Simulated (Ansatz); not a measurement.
Basis-set extrapolation for `CC#CC#CC` (PBE0-D4/def2-TZVP geometry, frozen core, Ansatz 0.2.0). Multiplicity 1, RHF reference.

|  | def2-TZVPP | def2-QZVPP |
| --- | --- | --- |
| HF | -230.676476 | -230.685993 |
| MP2 correlation | -0.943024 | -1.002888 |
| CCSD(T) correlation | -1.020576 | not run |

Energies in hartree. Use E(X) = E(∞) + A·exp(−7.88·√X) for Hartree–Fock and E(X) = E(∞) + B·X^(−2.97) for correlation, with X = 3 and 4, and add CCSD(T) minus MP2 of the smaller set to the MP2 limit.

Question: What is the CCSD(T) energy at the basis-set limit?

Answer: HF limit: -230.685993 + (-0.009517) × 0.13774 = -230.68730. MP2 limit: -1.002888 + (-0.059864) × 0.74074 = -1.04723. Higher-order term: -1.020576 − (-0.943024) = -0.07755. Total: -231.81208 hartree, 302.0 kJ/mol below CCSD(T)/def2-TZVPP.
